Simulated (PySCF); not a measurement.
**BH5S, an adduct: interaction energy**

Aim: the interaction energy of `B` with `S`.

Programs: PySCF 2.14.0. All values are calculated, for the isolated system unless a continuum is named. Atoms count from 0, parts from 1.

## 1. Starting point

7 atoms, charge 0, multiplicity 1; geometry: GFN2-xTB. Parts: 1 = atoms 0–3, `B`, charge 0; 2 = atoms 4–6, `S`, charge 0. In the given geometry B0 and S4 of different parts are bonded (2.02 Å), so values for the parts refer to these atom groups.

## 2. Relaxing the molecule at PBE0-D3(BJ)/def2-TZVPD

The job: settings as JSON, then the geometry in Å.

```
{"job": {"xc": "PBE0", "basis": "def2-TZVPD", "d3": "d3bj", "grid": 3, "kind": "geom", "shake": 0.01}, "charge": 0, "multiplicity": 1, "parts": [{"atoms": "0-3", "charge": 0, "multiplicity": 1}, {"atoms": "4-6", "charge": 0, "multiplicity": 1}]}
B     -0.069482    -0.096276     0.789209
H     -0.963445    -0.809778     0.453463
H     -0.308111     1.072815     0.565617
H      1.039437    -0.436312     0.537018
S     -0.145313    -0.166827     2.810426
H     -0.221721    -1.484011     2.947390
H     -1.452670    -0.024206     2.975868
```

The run is started by

```console
$ OMP_NUM_THREADS=1 python cluster_run.py task.json out
```

One launch serves the whole session: the jobs run in the order shown.

Output:

```text
step   0  E = -425.86011847  max force = 0.011528
step   1  E = -425.86173163  max force = 0.004127
step   2  E = -425.86188447  max force = 0.000853
step   3  E = -425.86189452  max force = 0.000543
step   4  E = -425.86189856  max force = 0.000232
optimisation converged
```

Run time: 35 s. Hardware: 1 thread of Arm Neoverse N1, shared host; peak memory 0.55 GiB.

Relaxation path:

| step | energy from step 0 (eV) | largest force component (eV/Å) |
| --- | --- | --- |
| 0 | 0.0000 | 0.5928 |
| 1 | -0.0439 | 0.2122 |
| 2 | -0.0481 | 0.0439 |
| 3 | -0.0483 | 0.0279 |
| 4 | -0.0484 | 0.0119 |

Close pairs (by a distance rule), those that changed most:

| bond | before (Å) | after (Å) | change (Å) |
| --- | --- | --- | --- |
| B0–S4 | 2.024 | 1.976 | -0.048 |
| S4–H6 | 1.325 | 1.346 | +0.020 |
| B0–H3 | 1.187 | 1.207 | +0.020 |
| S4–H5 | 1.326 | 1.346 | +0.020 |
| B0–H1 | 1.192 | 1.202 | +0.010 |
| B0–H2 | 1.214 | 1.208 | -0.006 |

The end geometry stands in the next job.

| at the end point | value |
| --- | --- |
| point group (found at 0.08 Å tolerance) | Cs |
| rotational constants (GHz, main isotopes) | 67.341, 11.047, 10.945 |
| dipole moment (D) | 3.79 |

Contacts at the end point (a selection, picked against the atoms' radii; other short pairs can be missing):

| atoms | distance (Å) | kind (by distance and angle) | angle (°) |
| --- | --- | --- | --- |
| B0···S4 | 1.98 | bonding distance | – |

Against the parts relaxed at this level the binding energy is -20.14 kcal/mol, without counterpoise.

## 3. Coupled-cluster interaction energy: CCSD(T) and MP2, 1.98 Å

The job: settings as JSON, then the geometry in Å.

```
{"job": {"kind": "intercc", "basis": "aug-cc-pVDZ", "basis_mid": "aug-cc-pVTZ", "basis_large": "aug-cc-pVQZ"}, "charge": 0, "multiplicity": 1, "parts": [{"atoms": "0-3", "charge": 0, "multiplicity": 1}, {"atoms": "4-6", "charge": 0, "multiplicity": 1}]}
B     -0.105291    -0.088745     0.776753
H     -0.968904    -0.821133     0.372220
H     -0.297072     1.094445     0.627652
H      1.031319    -0.428766     0.554080
S     -0.132105    -0.201203     2.749381
H     -0.178521    -1.524147     2.993167
H     -1.432909    -0.040626     3.055252
```

Level: CCSD(T)/aug-cc-pVDZ and MP2/aug-cc-pVTZ, aug-cc-pVQZ counterpoise interaction energy, frozen core, gas phase.

Output:

```text
part 1, own basis, geometry of the cluster
final grid: 27328 points
cycle   1  E = -26.3660500110  dE = -2.678e-01  |g| = 1.923e-01  |ddm| = 3.088e+00
cycle   2  E = -26.3825029088  dE = -1.645e-02  |g| = 4.816e-02  |ddm| = 5.220e-01
cycle   3  E = -26.3835550711  dE = -1.052e-03  |g| = 1.091e-02  |ddm| = 1.283e-01
cycle   4  E = -26.3836296217  dE = -7.455e-05  |g| = 1.356e-03  |ddm| = 4.204e-02
cycle   5  E = -26.3836310181  dE = -1.396e-06  |g| = 2.784e-04  |ddm| = 4.902e-03
cycle   6  E = -26.3836310788  dE = -6.070e-08  |g| = 3.317e-05  |ddm| = 8.783e-04
cycle   7  E = -26.3836310796  dE = -8.380e-10  |g| = 2.888e-06  |ddm| = 1.462e-04
converged SCF energy = -26.3836310796

part 2, own basis, geometry of the cluster
final grid: 22496 points
cycle   1  E = -398.6950225264  dE = -1.622e-01  |g| = 1.980e-01  |ddm| = 2.487e+00
cycle   2  E = -398.7116302879  dE = -1.661e-02  |g| = 6.745e-02  |ddm| = 4.159e-01
cycle   3  E = -398.7133168895  dE = -1.687e-03  |g| = 2.024e-02  |ddm| = 9.795e-02
cycle   4  E = -398.7136306976  dE = -3.138e-04  |g| = 5.343e-03  |ddm| = 3.857e-02
cycle   5  E = -398.7136531026  dE = -2.241e-05  |g| = 1.139e-03  |ddm| = 1.167e-02
cycle   6  E = -398.7136541555  dE = -1.053e-06  |g| = 2.711e-04  |ddm| = 3.019e-03
cycle   7  E = -398.7136542196  dE = -6.418e-08  |g| = 4.249e-05  |ddm| = 1.064e-03
cycle   8  E = -398.7136542213  dE = -1.622e-09  |g| = 9.786e-06  |ddm| = 1.238e-04
cycle   9  E = -398.7136542214  dE = -8.993e-11  |g| = 1.324e-06  |ddm| = 3.252e-05
converged SCF energy = -398.7136542214

part 1, own basis, relaxed alone
final grid: 27328 points
cycle   1  E = -26.3839033830  dE = -2.713e-01  |g| = 1.856e-01  |ddm| = 3.135e+00
cycle   2  E = -26.3992425020  dE = -1.534e-02  |g| = 4.658e-02  |ddm| = 5.033e-01
cycle   3  E = -26.4002073487  dE = -9.648e-04  |g| = 9.354e-03  |ddm| = 1.313e-01
cycle   4  E = -26.4002567053  dE = -4.936e-05  |g| = 8.042e-04  |ddm| = 3.751e-02
cycle   5  E = -26.4002571347  dE = -4.294e-07  |g| = 1.206e-04  |ddm| = 3.742e-03
cycle   6  E = -26.4002571455  dE = -1.079e-08  |g| = 1.888e-05  |ddm| = 5.082e-04
cycle   7  E = -26.4002571458  dE = -2.925e-10  |g| = 1.551e-06  |ddm| = 8.003e-05
converged SCF energy = -26.4002571458

part 2, own basis, relaxed alone
final grid: 22496 points
cycle   1  E = -398.6951793542  dE = -1.562e-01  |g| = 1.978e-01  |ddm| = 2.493e+00
cycle   2  E = -398.7117325170  dE = -1.655e-02  |g| = 6.734e-02  |ddm| = 4.167e-01
cycle   3  E = -398.7134131437  dE = -1.681e-03  |g| = 2.022e-02  |ddm| = 9.779e-02
cycle   4  E = -398.7137264917  dE = -3.133e-04  |g| = 5.323e-03  |ddm| = 3.876e-02
cycle   5  E = -398.7137487320  dE = -2.224e-05  |g| = 1.133e-03  |ddm| = 1.169e-02
cycle   6  E = -398.7137497670  dE = -1.035e-06  |g| = 2.693e-04  |ddm| = 3.012e-03
cycle   7  E = -398.7137498303  dE = -6.328e-08  |g| = 4.235e-05  |ddm| = 1.062e-03
cycle   8  E = -398.7137498319  dE = -1.614e-09  |g| = 9.677e-06  |ddm| = 1.239e-04
cycle   9  E = -398.7137498320  dE = -9.112e-11  |g| = 1.312e-06  |ddm| = 3.209e-05
converged SCF energy = -398.7137498320

cluster
final grid: 5816 points
cycle   1  E = -425.0997810613  dE = -8.461e-02  |g| = 1.393e-01  |ddm| = 3.295e+00
cycle   2  E = -425.1115159061  dE = -1.173e-02  |g| = 5.395e-02  |ddm| = 5.454e-01
cycle   3  E = -425.1139142495  dE = -2.398e-03  |g| = 2.356e-02  |ddm| = 2.102e-01
cycle   4  E = -425.1143683681  dE = -4.541e-04  |g| = 3.677e-03  |ddm| = 1.565e-01
cycle   5  E = -425.1143810402  dE = -1.267e-05  |g| = 6.874e-04  |ddm| = 3.249e-02
cycle   6  E = -425.1143813678  dE = -3.276e-07  |g| = 1.991e-04  |ddm| = 3.551e-03
cycle   7  E = -425.1143813979  dE = -3.009e-08  |g| = 5.270e-05  |ddm| = 9.943e-04
cycle   8  E = -425.1143814002  dE = -2.381e-09  |g| = 1.495e-05  |ddm| = 2.520e-04
cycle   9  E = -425.1143814005  dE = -2.383e-10  |g| = 3.358e-06  |ddm| = 8.878e-05
converged SCF energy = -425.1143814005

part 1 in the basis of the cluster
final grid: 5816 points
cycle   1  E = -26.3836796591  dE = -4.881e-05  |g| = 1.332e-03  |ddm| = 1.232e+00
cycle   2  E = -26.3836801454  dE = -4.864e-07  |g| = 1.550e-04  |ddm| = 1.425e-01
cycle   3  E = -26.3836801556  dE = -1.016e-08  |g| = 1.358e-05  |ddm| = 1.802e-02
cycle   4  E = -26.3836801557  dE = -1.232e-10  |g| = 1.628e-06  |ddm| = 4.616e-04
converged SCF energy = -26.3836801557

part 2 in the basis of the cluster
final grid: 5816 points
cycle   1  E = -398.7137735192  dE = -1.180e-04  |g| = 2.285e-03  |ddm| = 5.984e-01
cycle   2  E = -398.7137754997  dE = -1.980e-06  |g| = 3.466e-04  |ddm| = 8.585e-02
cycle   3  E = -398.7137755660  dE = -6.628e-08  |g| = 3.857e-05  |ddm| = 1.613e-02
cycle   4  E = -398.7137755670  dE = -1.064e-09  |g| = 1.096e-05  |ddm| = 1.066e-03
cycle   5  E = -398.7137755671  dE = -7.248e-11  |g| = 3.033e-06  |ddm| = 1.405e-04
converged SCF energy = -398.7137755671

Interaction energy (kcal/mol)
  counterpoise      -23.246
  uncorrected       -24.604
  dispersion part     0.000
  deformation         9.709
  binding           -13.536

Decomposition of the uncorrected value (kcal/mol)
  electrostatic     -50.523
  Pauli             102.051
  orbital           -62.256
  dispersion          0.000
  correlation       -13.877

Charge of each part in the cluster: -0.119 0.119
part 1, own basis, geometry of the cluster
final grid: 27328 points
cycle   1  E = -26.3677933180  dE = -2.689e-01  |g| = 1.946e-01  |ddm| = 3.203e+00
cycle   2  E = -26.3842973038  dE = -1.650e-02  |g| = 4.833e-02  |ddm| = 5.391e-01
cycle   3  E = -26.3853566279  dE = -1.059e-03  |g| = 1.105e-02  |ddm| = 1.242e-01
cycle   4  E = -26.3854316929  dE = -7.506e-05  |g| = 1.389e-03  |ddm| = 4.298e-02
cycle   5  E = -26.3854331109  dE = -1.418e-06  |g| = 3.016e-04  |ddm| = 4.618e-03
cycle   6  E = -26.3854331800  dE = -6.916e-08  |g| = 3.559e-05  |ddm| = 9.410e-04
cycle   7  E = -26.3854331810  dE = -9.243e-10  |g| = 3.159e-06  |ddm| = 1.340e-04
converged SCF energy = -26.3854331810

part 2, own basis, geometry of the cluster
final grid: 22496 points
cycle   1  E = -398.6990435867  dE = -1.638e-01  |g| = 2.006e-01  |ddm| = 2.596e+00
cycle   2  E = -398.7158138556  dE = -1.677e-02  |g| = 7.222e-02  |ddm| = 4.277e-01
cycle   3  E = -398.7175574899  dE = -1.744e-03  |g| = 2.117e-02  |ddm| = 1.489e-01
cycle   4  E = -398.7178971293  dE = -3.396e-04  |g| = 5.838e-03  |ddm| = 5.242e-02
cycle   5  E = -398.7179239855  dE = -2.686e-05  |g| = 1.214e-03  |ddm| = 2.012e-02
cycle   6  E = -398.7179250946  dE = -1.109e-06  |g| = 3.038e-04  |ddm| = 4.394e-03
cycle   7  E = -398.7179251731  dE = -7.855e-08  |g| = 5.048e-05  |ddm| = 1.137e-03
cycle   8  E = -398.7179251754  dE = -2.301e-09  |g| = 1.242e-05  |ddm| = 1.959e-04
cycle   9  E = -398.7179251756  dE = -1.428e-10  |g| = 1.800e-06  |ddm| = 5.791e-05
converged SCF energy = -398.7179251756

part 1, own basis, relaxed alone
final grid: 27328 points
cycle   1  E = -26.3856838092  dE = -2.725e-01  |g| = 1.864e-01  |ddm| = 3.247e+00
cycle   2  E = -26.4010530931  dE = -1.537e-02  |g| = 4.676e-02  |ddm| = 5.261e-01
cycle   3  E = -26.4020240285  dE = -9.709e-04  |g| = 9.448e-03  |ddm| = 1.250e-01
cycle   4  E = -26.4020734263  dE = -4.940e-05  |g| = 8.056e-04  |ddm| = 3.767e-02
cycle   5  E = -26.4020738527  dE = -4.263e-07  |g| = 1.255e-04  |ddm| = 3.151e-03
cycle   6  E = -26.4020738643  dE = -1.165e-08  |g| = 1.937e-05  |ddm| = 4.016e-04
cycle   7  E = -26.4020738646  dE = -3.087e-10  |g| = 1.769e-06  |ddm| = 5.757e-05
converged SCF energy = -26.4020738646

part 2, own basis, relaxed alone
final grid: 22496 points
cycle   1  E = -398.6992183922  dE = -1.578e-01  |g| = 2.003e-01  |ddm| = 2.599e+00
cycle   2  E = -398.7159346559  dE = -1.672e-02  |g| = 7.213e-02  |ddm| = 4.273e-01
cycle   3  E = -398.7176723427  dE = -1.738e-03  |g| = 2.116e-02  |ddm| = 1.480e-01
cycle   4  E = -398.7180116049  dE = -3.393e-04  |g| = 5.820e-03  |ddm| = 5.238e-02
cycle   5  E = -398.7180383179  dE = -2.671e-05  |g| = 1.206e-03  |ddm| = 2.002e-02
cycle   6  E = -398.7180394067  dE = -1.089e-06  |g| = 3.017e-04  |ddm| = 4.378e-03
cycle   7  E = -398.7180394841  dE = -7.738e-08  |g| = 5.033e-05  |ddm| = 1.128e-03
cycle   8  E = -398.7180394864  dE = -2.292e-09  |g| = 1.231e-05  |ddm| = 1.953e-04
cycle   9  E = -398.7180394865  dE = -1.398e-10  |g| = 1.783e-06  |ddm| = 5.746e-05
converged SCF energy = -398.7180394865

cluster
final grid: 5816 points
cycle   1  E = -425.1062753912  dE = -8.460e-02  |g| = 1.422e-01  |ddm| = 2.132e+00
cycle   2  E = -425.1180510593  dE = -1.178e-02  |g| = 5.527e-02  |ddm| = 4.825e-01
cycle   3  E = -425.1204369477  dE = -2.386e-03  |g| = 2.462e-02  |ddm| = 2.165e-01
cycle   4  E = -425.1209441303  dE = -5.072e-04  |g| = 3.867e-03  |ddm| = 1.311e-01
cycle   5  E = -425.1209577765  dE = -1.365e-05  |g| = 7.508e-04  |ddm| = 2.814e-02
cycle   6  E = -425.1209581573  dE = -3.809e-07  |g| = 2.194e-04  |ddm| = 7.149e-03
cycle   7  E = -425.1209581924  dE = -3.501e-08  |g| = 5.654e-05  |ddm| = 2.263e-03
cycle   8  E = -425.1209581950  dE = -2.657e-09  |g| = 1.633e-05  |ddm| = 3.103e-04
cycle   9  E = -425.1209581953  dE = -2.763e-10  |g| = 3.757e-06  |ddm| = 9.337e-05
converged SCF energy = -425.1209581953

part 1 in the basis of the cluster
final grid: 5816 points
cycle   1  E = -26.3854419760  dE = -9.216e-06  |g| = 5.262e-04  |ddm| = 1.072e+00
cycle   2  E = -26.3854420382  dE = -6.224e-08  |g| = 4.894e-05  |ddm| = 1.053e-01
cycle   3  E = -26.3854420390  dE = -8.366e-10  |g| = 2.971e-06  |ddm| = 1.093e-02
converged SCF energy = -26.3854420390

part 2 in the basis of the cluster
final grid: 5816 points
cycle   1  E = -398.7179652091  dE = -3.790e-05  |g| = 1.169e-03  |ddm| = 9.236e-01
cycle   2  E = -398.7179657183  dE = -5.091e-07  |g| = 1.573e-04  |ddm| = 7.007e-02
cycle   3  E = -398.7179657336  dE = -1.530e-08  |g| = 1.671e-05  |ddm| = 7.817e-03
cycle   4  E = -398.7179657338  dE = -2.407e-10  |g| = 3.132e-06  |ddm| = 1.232e-03
converged SCF energy = -398.7179657338

Interaction energy (kcal/mol)
  counterpoise      -24.541
  uncorrected       -25.212
  dispersion part     0.000
  deformation         9.706
  binding           -14.835

Decomposition of the uncorrected value (kcal/mol)
  electrostatic     -50.822
  Pauli             102.080
  orbital           -62.301
  dispersion          0.000
  correlation       -14.169

Charge of each part in the cluster: -0.119 0.119
part 1 in the basis of the cluster: E(HF) = -26.375195782  E2 = -0.097273147  E(CCSD corr) = -0.121691232  (T) = -0.001930742
part 2 in the basis of the cluster: E(HF) = -398.698772429  E2 = -0.157954678  E(CCSD corr) = -0.180714470  (T) = -0.005167242
cluster: E(HF) = -425.088845485  E2 = -0.271628437  E(CCSD corr) = -0.314228680  (T) = -0.009098869

Counterpoise interaction energy (kcal/mol)
  hf_small                  -9.336
  mp2_small                -19.627
  ccsd_small               -16.755
  ccsdt_small              -18.010
  hf_large                 -11.013
  mp2_large                -24.541
  hf_middle                -10.621
  mp2_middle               -23.246
  scs_mp2_large            -21.233
  mp2_limit                -25.201
  ccsdt_less_mp2             1.617
  ccsdt_limit_estimate     -23.584
  bsse_mp2_large             0.670
```

Run time: 85 s. Hardware: 1 thread of Arm Neoverse N1, shared host; peak memory 1.1 GiB.

Contacts at this geometry (a selection, picked against the atoms' radii; other short pairs can be missing):

| atoms | distance (Å) | kind (by distance and angle) | angle (°) |
| --- | --- | --- | --- |
| B0···S4 | 1.98 | bonding distance | – |

Differences are taken before rounding.

| method | interaction energy (kcal/mol) | from CCSD(T), limit estimate (kcal/mol) |
| --- | --- | --- |
| HF/aug-cc-pVDZ | -9.34 | +14.25 |
| MP2/aug-cc-pVDZ | -19.63 | +3.96 |
| CCSD/aug-cc-pVDZ | -16.75 | +6.83 |
| CCSD(T)/aug-cc-pVDZ | -18.01 | +5.57 |
| HF/aug-cc-pVQZ | -11.01 | +12.57 |
| MP2/aug-cc-pVQZ | -24.54 | -0.96 |
| SCS-MP2/aug-cc-pVQZ | -21.23 | +2.35 |
| MP2, extrapolated | -25.20 | -1.62 |
| CCSD(T), limit estimate | -23.58 | 0 |

These energies keep the parts at their geometry in the cluster; deforming them to it costs 9.71 kcal/mol (MP2).

At this geometry B0 and S4 of different parts are bonded (1.98 Å), so this energy is that of a chemical bond rather than of a weak contact.

## 4. Coupled-cluster interaction energy: CCSD(T) and MP2, 2.08 Å

The job, as its differences from that of step 3:

```diff
@@ -5,4 +5,4 @@
 H      1.031319    -0.428766     0.554080
-S     -0.132105    -0.201203     2.749381
-H     -0.178521    -1.524147     2.993167
-H     -1.432909    -0.040626     3.055252
+S     -0.133446    -0.206826     2.848012
+H     -0.179862    -1.529770     3.091798
+H     -1.434250    -0.046249     3.153883
```

Method: CCSD(T)/aug-cc-pVDZ and MP2/aug-cc-pVTZ, aug-cc-pVQZ counterpoise interaction energy, frozen core, gas phase.

Output:

```text
part 1, own basis, geometry of the cluster: E = -26.3836310796 (as before)

part 2, own basis, geometry of the cluster: E = -398.7136542214 (as before)

part 1, own basis, relaxed alone: E = -26.4002571458 (as before)

part 2, own basis, relaxed alone: E = -398.7137498320 (as before)

cluster
final grid: 5816 points
cycle   1  E = -425.1047525593  dE = -6.594e-02  |g| = 1.197e-01  |ddm| = 2.690e+00
cycle   2  E = -425.1140182713  dE = -9.266e-03  |g| = 4.685e-02  |ddm| = 4.397e-01
cycle   3  E = -425.1159746671  dE = -1.956e-03  |g| = 1.954e-02  |ddm| = 1.816e-01
cycle   4  E = -425.1162936535  dE = -3.190e-04  |g| = 3.215e-03  |ddm| = 1.217e-01
cycle   5  E = -425.1163033236  dE = -9.670e-06  |g| = 5.901e-04  |ddm| = 2.847e-02
cycle   6  E = -425.1163035724  dE = -2.488e-07  |g| = 1.763e-04  |ddm| = 2.957e-03
cycle   7  E = -425.1163035954  dE = -2.304e-08  |g| = 4.691e-05  |ddm| = 7.834e-04
cycle   8  E = -425.1163035973  dE = -1.911e-09  |g| = 1.285e-05  |ddm| = 2.194e-04
cycle   9  E = -425.1163035975  dE = -1.839e-10  |g| = 2.900e-06  |ddm| = 7.178e-05
converged SCF energy = -425.1163035975

part 1 in the basis of the cluster
final grid: 5816 points
cycle   1  E = -26.3836773453  dE = -4.651e-05  |g| = 1.298e-03  |ddm| = 1.234e+00
cycle   2  E = -26.3836778108  dE = -4.655e-07  |g| = 1.515e-04  |ddm| = 1.426e-01
cycle   3  E = -26.3836778205  dE = -9.659e-09  |g| = 1.310e-05  |ddm| = 1.801e-02
cycle   4  E = -26.3836778206  dE = -1.133e-10  |g| = 1.578e-06  |ddm| = 4.247e-04
converged SCF energy = -26.3836778206

part 2 in the basis of the cluster
final grid: 5816 points
cycle   1  E = -398.7137664088  dE = -1.110e-04  |g| = 2.220e-03  |ddm| = 5.136e-01
cycle   2  E = -398.7137683122  dE = -1.903e-06  |g| = 3.403e-04  |ddm| = 7.761e-02
cycle   3  E = -398.7137683767  dE = -6.450e-08  |g| = 3.746e-05  |ddm| = 1.500e-02
cycle   4  E = -398.7137683777  dE = -1.023e-09  |g| = 1.049e-05  |ddm| = 1.018e-03
cycle   5  E = -398.7137683778  dE = -6.696e-11  |g| = 2.966e-06  |ddm| = 1.273e-04
converged SCF energy = -398.7137683778

Interaction energy (kcal/mol)
  counterpoise      -23.231
  uncorrected       -24.418
  dispersion part     0.000
  deformation         9.709
  binding           -13.521

Decomposition of the uncorrected value (kcal/mol)
  electrostatic     -40.705
  Pauli              77.399
  orbital           -48.627
  dispersion          0.000
  correlation       -12.485

Charge of each part in the cluster: -0.116 0.116
part 1, own basis, geometry of the cluster: E = -26.3854331810 (as before)

part 2, own basis, geometry of the cluster: E = -398.7179251756 (as before)

part 1, own basis, relaxed alone: E = -26.4020738646 (as before)

part 2, own basis, relaxed alone: E = -398.7180394865 (as before)

cluster
final grid: 5816 points
cycle   1  E = -425.1111231410  dE = -6.586e-02  |g| = 1.217e-01  |ddm| = 1.829e+00
cycle   2  E = -425.1204131758  dE = -9.290e-03  |g| = 4.787e-02  |ddm| = 3.979e-01
cycle   3  E = -425.1223538004  dE = -1.941e-03  |g| = 2.055e-02  |ddm| = 1.918e-01
cycle   4  E = -425.1227162785  dE = -3.625e-04  |g| = 3.379e-03  |ddm| = 1.049e-01
cycle   5  E = -425.1227266689  dE = -1.039e-05  |g| = 6.484e-04  |ddm| = 2.547e-02
cycle   6  E = -425.1227269589  dE = -2.901e-07  |g| = 1.954e-04  |ddm| = 6.265e-03
cycle   7  E = -425.1227269859  dE = -2.698e-08  |g| = 5.046e-05  |ddm| = 1.831e-03
cycle   8  E = -425.1227269880  dE = -2.149e-09  |g| = 1.404e-05  |ddm| = 2.626e-04
cycle   9  E = -425.1227269883  dE = -2.121e-10  |g| = 3.233e-06  |ddm| = 8.139e-05
converged SCF energy = -425.1227269883

part 1 in the basis of the cluster
final grid: 5816 points
cycle   1  E = -26.3854411955  dE = -8.437e-06  |g| = 4.996e-04  |ddm| = 1.040e+00
cycle   2  E = -26.3854412531  dE = -5.767e-08  |g| = 4.673e-05  |ddm| = 1.018e-01
cycle   3  E = -26.3854412539  dE = -7.830e-10  |g| = 2.872e-06  |ddm| = 1.054e-02
converged SCF energy = -26.3854412539

part 2 in the basis of the cluster
final grid: 5816 points
cycle   1  E = -398.7179620378  dE = -3.494e-05  |g| = 1.124e-03  |ddm| = 7.327e-01
cycle   2  E = -398.7179625276  dE = -4.897e-07  |g| = 1.542e-04  |ddm| = 5.019e-02
cycle   3  E = -398.7179625425  dE = -1.493e-08  |g| = 1.617e-05  |ddm| = 7.692e-03
cycle   4  E = -398.7179625427  dE = -2.249e-10  |g| = 2.967e-06  |ddm| = 1.313e-03
converged SCF energy = -398.7179625427

Interaction energy (kcal/mol)
  counterpoise      -24.259
  uncorrected       -24.845
  dispersion part     0.000
  deformation         9.706
  binding           -14.553

Decomposition of the uncorrected value (kcal/mol)
  electrostatic     -40.840
  Pauli              77.298
  orbital           -48.611
  dispersion          0.000
  correlation       -12.692

Charge of each part in the cluster: -0.116 0.116
part 1 in the basis of the cluster: E(HF) = -26.375168193  E2 = -0.097177585  E(CCSD corr) = -0.121605171  (T) = -0.001924344
part 2 in the basis of the cluster: E(HF) = -398.698734122  E2 = -0.157541029  E(CCSD corr) = -0.180278444  (T) = -0.005126105
cluster: E(HF) = -425.091206673  E2 = -0.269808495  E(CCSD corr) = -0.312930730  (T) = -0.008987987

Counterpoise interaction energy (kcal/mol)
  hf_small                 -10.859
  mp2_small                -20.328
  ccsd_small               -17.791
  ccsdt_small              -19.007
  hf_large                 -12.126
  mp2_large                -24.259
  hf_middle                -11.833
  mp2_middle               -23.231
  scs_mp2_large            -21.301
  mp2_limit                -24.797
  ccsdt_less_mp2             1.321
  ccsdt_limit_estimate     -23.476
  bsse_mp2_large             0.585
```

Run time: 79 s. Hardware: 1 thread of Arm Neoverse N1, shared host; peak memory 1.1 GiB.

Contacts at this geometry (a selection, picked against the atoms' radii; other short pairs can be missing):

| atoms | distance (Å) | kind (by distance and angle) | angle (°) |
| --- | --- | --- | --- |
| B0···S4 | 2.08 | bonding distance | – |

Differences are taken before rounding.

| method | interaction energy (kcal/mol) | from CCSD(T), limit estimate (kcal/mol) |
| --- | --- | --- |
| HF/aug-cc-pVDZ | -10.86 | +12.62 |
| MP2/aug-cc-pVDZ | -20.33 | +3.15 |
| CCSD/aug-cc-pVDZ | -17.79 | +5.68 |
| CCSD(T)/aug-cc-pVDZ | -19.01 | +4.47 |
| HF/aug-cc-pVQZ | -12.13 | +11.35 |
| MP2/aug-cc-pVQZ | -24.26 | -0.78 |
| SCS-MP2/aug-cc-pVQZ | -21.30 | +2.17 |
| MP2, extrapolated | -24.80 | -1.32 |
| CCSD(T), limit estimate | -23.48 | 0 |

These energies keep the parts at their geometry in the cluster; deforming them to it costs 9.71 kcal/mol (MP2).

At this geometry B0 and S4 of different parts are bonded (2.07 Å), so this energy is that of a chemical bond rather than of a weak contact.

[end of part 1 of 3]
